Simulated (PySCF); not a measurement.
# H3NO (hydroxylamine) at CCSDT(Q)/STO-3G

What is the energy change on altering one bond length of H3NO (hydroxylamine) at CCSDT(Q)/STO-3G? 

The calculation is run with PySCF 2.14.0.

9 further runs of the same task are left out: 9 set aside as unsound or not needed.

### Step 1. The structure to begin with

H3NO: 5 atoms, total charge 0, spin state singlet. As SMILES, `NO`. Geometry: relaxed at GFN2-xTB. This is one conformer, not always the lowest.

Bond lengths: N1–O2 1.432 Å, N1–H3 1.020 Å, N1–H4 1.020 Å, O2–H5 0.966 Å. Angles: N1–O2–H5 105.0°, O2–N1–H3 105.6°, O2–N1–H4 105.6°, H3–N1–H4 107.4°.

### Step 2. The energy at CCSDT(Q)/STO-3G

Input file calc.py:

```python
from pyscf import gto, scf, cc

mol = gto.M(
    atom=[
    ('N', (-0.178910, -0.366440, -0.312920)),
    ('O', (0.371730, 0.674250, 0.501760)),
    ('H', (-0.161770, -1.206140, 0.265260)),
    ('H', (-1.156690, -0.114310, -0.454620)),
    ('H', (1.125640, 1.012630, 0.000530)),
],
    charge=0,
    verbose=4,
    spin=0,
    basis='sto-3g',
    max_memory=1860,
)

mf = scf.RHF(mol)
mf.conv_tol = 1e-10
mf.kernel()
if not mf.converged:
    mf = mf.newton().run(mf.mo_coeff, mf.mo_occ)

mycc = cc.CCSDT(mf, frozen=2)
mycc.kernel()
e_bracket, e_q = mycc.ccsdt_q()
etot = mycc.e_tot + e_q
print('E(%s) = %.9f' % ('CCSDT(Q)', etot))
```

Launch:

```console
$ OMP_NUM_THREADS=1 python calc.py
```

Standard output:

```text
PySCF version 2.14.0

[INPUT] num. atoms = 5
[INPUT] num. electrons = 18
[INPUT] charge = 0
[INPUT] spin (= nelec alpha-beta = 2S) = 0
[INPUT] symmetry False subgroup None
[INPUT] Mole.unit = angstrom
[INPUT] Symbol           X                Y                Z      unit          X                Y                Z       unit  Magmom
[INPUT]  1 N     -0.178910000000  -0.366440000000  -0.312920000000 AA   -0.338090900946  -0.692471241086  -0.591333098899 Bohr   0.0
[INPUT]  2 O      0.371730000000   0.674250000000   0.501760000000 AA    0.702467892285   1.274147839488   0.948188980262 Bohr   0.0
[INPUT]  3 H     -0.161770000000  -1.206140000000   0.265260000000 AA   -0.305700995171  -2.279274267883   0.501268751802 Bohr   0.0
[INPUT]  4 H     -1.156690000000  -0.114310000000  -0.454620000000 AA   -2.185827311023  -0.216014593299  -0.859107290750 Bohr   0.0
[INPUT]  5 H      1.125640000000   1.012630000000   0.000530000000 AA    2.127151314855   1.913593365518   0.001001554846 Bohr   0.0

nuclear repulsion = 39.3019440603771
number of shells = 9
number of NR pGTOs = 39
number of NR cGTOs = 13
basis = sto-3g
ecp = {}

******** <class 'pyscf.scf.hf.RHF'> ********
method = RHF
initial guess = minao
damping factor = 0
level_shift factor = 0
DIIS = <class 'pyscf.scf.diis.CDIIS'>
diis_start_cycle = 1
diis_space = 8
diis_damp = 0
SCF conv_tol = 1e-10
SCF conv_tol_grad = None
SCF max_cycles = 50
direct_scf = True
direct_scf_tol = 1e-13
Set gradient conv threshold to 1e-05
Initial guess from minao.
init E= -129.252637483142
  HOMO = -0.231426198847607  LUMO = 0.271991089459877  gap/eV = 13.69868
cycle= 1 E= -129.222584267115  delta_E= 0.0301  |g|=  0.3  |ddm|= 2.65
  HOMO = -0.275509539521808  LUMO = 0.591570146622821  gap/eV = 23.59444
cycle= 2 E= -129.258145354466  delta_E= -0.0356  |g|= 0.0627  |ddm|= 0.494
  HOMO = -0.321952428921198  LUMO = 0.545013670873564  gap/eV = 23.59135
cycle= 3 E= -129.259581537715  delta_E= -0.00144  |g|= 0.0169  |ddm|= 0.0864
  HOMO = -0.332856219017602  LUMO = 0.537758565455617  gap/eV = 23.69063
cycle= 4 E= -129.259775422286  delta_E= -0.000194  |g|= 0.00513  |ddm|= 0.0442
  HOMO = -0.33120777542534  LUMO = 0.539354832616646  gap/eV = 23.68922
cycle= 5 E= -129.25979563142  delta_E= -2.02e-05  |g|= 0.00104  |ddm|= 0.0169
  HOMO = -0.331325652847554  LUMO = 0.539326932063246  gap/eV = 23.69166
cycle= 6 E= -129.259796629933  delta_E= -9.99e-07  |g|= 0.000132  |ddm|= 0.00419
  HOMO = -0.331335385888405  LUMO = 0.539333127837795  gap/eV = 23.69210
cycle= 7 E= -129.259796645487  delta_E= -1.56e-08  |g|= 2.15e-05  |ddm|= 0.000457
  HOMO = -0.331333089158374  LUMO = 0.539326406804683  gap/eV = 23.69185
cycle= 8 E= -129.259796645863  delta_E= -3.76e-10  |g|= 3.01e-06  |ddm|= 7.91e-05
  HOMO = -0.331333417365943  LUMO = 0.539326792034853  gap/eV = 23.69187
cycle= 9 E= -129.25979664587  delta_E= -6.22e-12  |g|= 4.45e-07  |ddm|= 8.83e-06
  HOMO = -0.331333273280141  LUMO = 0.539326643073088  gap/eV = 23.69186
Extra cycle  E= -129.25979664587  delta_E= -1.71e-13  |g|= 1.75e-07  |ddm|= 8.22e-07
converged SCF energy = -129.25979664587

******** <class 'pyscf.cc.rccsdt.RCCSDT'> ********
RCCSDT nocc = 7, nmo = 11
Allocating only the i<=j<=k part of the T3 amplitude in memory
frozen orbitals 2
max_cycle = 50
conv_tol = 1e-07
conv_tol_normt = 1e-06
diis with the T3 amplitude
diis_space = 6
diis_start_cycle = 0
diis_start_energy_diff = 1e+09
einsum_backend: numpy
_make_eris_incore_RCCSDT
blksize  7    blksize_oovv  4    blksize_oooo  4    blksize_vvvv  1

WARN: A large `blksize` is being used, which may cause large memory consumption
      for storing contraction intermediates. If memory is sufficient, consider using
      `pyscf.cc.rccsdt_highm.RCCSDT` instead.

Approximate memory usage estimate
    T3 memory                42.0 KB
    R3 memory                42.0 KB
    Symmetrized T3 memory    28.0 KB
    ERIs memory               114 KB
    T1-ERIs memory            114 KB
    Intermediates memory      114 KB
    Block workspace          88.0 KB
    T3 einsum buffer         88.0 KB
Total estimated memory        631 KB
Init t2, MP2 energy = -129.341446329933  E_corr(MP2) -0.081649684064
Init E_corr(RCCSDT) = -0.0816496840635192
cycle =  1  E_corr(RCCSDT) = -0.101169282286  dE = -1.951959822231e-02  norm(d tamps) = 5.04893563e-02
cycle =  2  E_corr(RCCSDT) = -0.107599867092  dE = -6.430584806003e-03  norm(d tamps) = 1.96287359e-02
cycle =  3  E_corr(RCCSDT) = -0.111628679814  dE = -4.028812721723e-03  norm(d tamps) = 8.74168304e-03
cycle =  4  E_corr(RCCSDT) = -0.111817643459  dE = -1.889636450969e-04  norm(d tamps) = 1.75351522e-03
cycle =  5  E_corr(RCCSDT) = -0.111803455589  dE =  1.418786991721e-05  norm(d tamps) = 8.21169838e-04
cycle =  6  E_corr(RCCSDT) = -0.111798396766  dE =  5.058823231027e-06  norm(d tamps) = 1.75922810e-04
cycle =  7  E_corr(RCCSDT) = -0.111796092703  dE =  2.304062211925e-06  norm(d tamps) = 7.08779314e-05
cycle =  8  E_corr(RCCSDT) = -0.111796242114  dE = -1.494112014805e-07  norm(d tamps) = 2.45869455e-05
cycle =  9  E_corr(RCCSDT) = -0.111796449736  dE = -2.076210894597e-07  norm(d tamps) = 1.04566949e-05
cycle = 10  E_corr(RCCSDT) = -0.111796622179  dE = -1.724432703021e-07  norm(d tamps) = 3.25591659e-06
cycle = 11  E_corr(RCCSDT) = -0.111796592543  dE =  2.963557794999e-08  norm(d tamps) = 1.05560401e-06
cycle = 12  E_corr(RCCSDT) = -0.111796574823  dE =  1.772041148540e-08  norm(d tamps) = 3.87751358e-07
RCCSDT converged
E(RCCSDT) = -129.3715932206926   E_corr = -0.1117965748228638
E_corr(same-spin) = -0.00560519776898564
E_corr(oppo-spin) = -0.106191377053878
_make_eris_incore_RCCSDT
[Q] correction = -8.173290370734e-05    (Q) correction = -9.136151442906e-05
E(CCSDT(Q)) = -129.371684582
```

Run time: 1.5 s. Hardware: 1 thread of Arm Neoverse V1, shared host; peak memory 0.1 GiB.

### Step 3. The distorted shape, same level

Input file input.py:

```python
from pyscf import gto, cc

mol = gto.M(
    atom='''
N     -1.535959    -0.975529     0.589301
O     -0.985319     0.065161     1.403981
H     -1.518819    -1.815229     1.167481
H     -2.513739    -0.723399     0.447601
H      1.125640     1.012630     0.000530
''',
    verbose=3,
    basis='sto-3g',
    max_memory=1860,
)

myscf = mol.RHF()
myscf.conv_tol = 1e-10
myscf.kernel()
if not myscf.converged:
    myscf = myscf.newton().run(myscf.mo_coeff, myscf.mo_occ)

mycc = cc.CCSDT(myscf, frozen=2)
mycc.kernel()
e_bracket, e_q = mycc.ccsdt_q()
energy = mycc.e_tot + e_q
print('E = %.10f Eh' % energy)
```

Launch:

```console
$ OMP_NUM_THREADS=1 python input.py
```

Standard output:

```text
converged SCF energy = -128.886303744208
_make_eris_incore_RCCSDT

WARN: A large `blksize` is being used, which may cause large memory consumption
      for storing contraction intermediates. If memory is sufficient, consider using
      `pyscf.cc.rccsdt_highm.RCCSDT` instead.

RCCSDT converged
E(RCCSDT) = -129.246059105068   E_corr = -0.359755360859467
E_corr(same-spin) = -0.00951708223572372
E_corr(oppo-spin) = -0.350238278623743
_make_eris_incore_RCCSDT
E = -129.2470741051 Eh
```

Run time: 1.9 s. Hardware: 1 thread of Arm Neoverse V1, shared host; peak memory 0.12 GiB.

### Step 4. Summary of results

Level: CCSDT(Q)/STO-3G, 2 core orbitals frozen.

| quantity | value |
| --- | --- |
| first shape: total energy | -129.37168 Eh |
| first shape: dipole moment (Hartree–Fock density) | 0.38 D |
| first shape: HOMO energy (Hartree–Fock orbitals) | -9.02 eV |
| first shape: LUMO energy (Hartree–Fock orbitals) | 14.68 eV |
| first shape: HOMO–LUMO gap (Hartree–Fock orbitals) | 23.69 eV |
| first shape: correlation energy (2 core orbitals frozen) | -111.9 mEh |
| first shape: T1 diagnostic | 0.006 |
| distorted shape: total energy | -129.24707 Eh |
| distorted shape: dipole moment (Hartree–Fock density) | 2.13 D |
| distorted shape: HOMO energy (Hartree–Fock orbitals) | -4.61 eV |
| distorted shape: LUMO energy (Hartree–Fock orbitals) | 1.38 eV |
| distorted shape: HOMO–LUMO gap (Hartree–Fock orbitals) | 5.99 eV |
| distorted shape: correlation energy (2 core orbitals frozen) | -360.8 mEh |
| distorted shape: T1 diagnostic | 0.016 |
| energy change with the O2–H5 bond stretched from 0.966 to 2.706 Å | 3.391 eV |

With the O2–H5 bond stretched from 0.966 to 2.706 Å the energy rises by 3.39 eV (78 kcal/mol). The first shape isn't relaxed at this level, so the change isn't measured from a minimum. The minimal basis adds a large error of its own. Mulliken charges (first shape) of the mean-field density run from -0.30 on N1 to +0.20 on H5. Mulliken charges (distorted shape) of the mean-field density run from -0.28 on N1 to +0.18 on H4; they depend strongly on the basis.
